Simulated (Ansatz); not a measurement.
Input for Ansatz (development build ahead of 0.2.0):

```yaml
crystal:
  periodic: [false, false, false]
  atoms:
    - { symbol: C, position_ang: [0.0, 0.0, 0.0] }
    - { symbol: H, position_ang: [0.0, 0.0, 1.07] }
    - { symbol: Li, position_ang: [0.0, 1.7038, -1.193] }
basis:
  gaussian: { orbitals: pcseg-2 }
total_charge: -1
magnetization:
  initial_magnetization: 1
hamiltonian:
  xc: { name: wB97X }
```

The input is written out in the form of the current development build from the run's settings.

The run gave:

| Item | Value |
| --- | --- |
| Converged | yes |
| Total energy | -46.03602 hartree |
| Spin squared of the determinant | 0.750 |
| Stability test | minimum among restricted orbitals |

Caution: no diffuse functions for an anion.
